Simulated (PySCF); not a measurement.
Mapped SMILES: `[CH3:1][P:2]([CH3:3])([CH3:4])=[NH:5]`. Each H is labelled by its parent atom.

Geometry: PBE0-D3(BJ)/def2-SVP; GIAO absolute shieldings from PySCF, gas phase, non-relativistic, averaged over equivalent atoms.

At B97-2/pcSseg-1 (142 basis functions, 12 s wall time on 1 thread of an Intel Xeon Platinum 8488C, shared host):
```csv
atoms,σ (ppm)
C1/C3/C4,162.5
P2,336.7
N5,217.6
H(C1)/H(C3)/H(C4),30.23
H(N5),31.77
```

Question: What do these become at LC-wPBE/pcSseg-1?

Answer: 
| atoms | σ at LC-wPBE/pcSseg-1 | change |
| --- | --- | --- |
| C1/C3/C4 | 166.9 | +4.4 |
| P2 | 338.7 | +2.0 |
| N5 | 227.6 | +10.0 |
| H(C1)/H(C3)/H(C4) | 30.22 | -0.01 |
| H(N5) | 31.78 | +0.01 |

The largest change is at N5 (nitrogen bonded to P, H). Cost: 142 basis functions, 22 s wall time on 1 thread of an Intel Xeon Platinum 8488C, shared host.
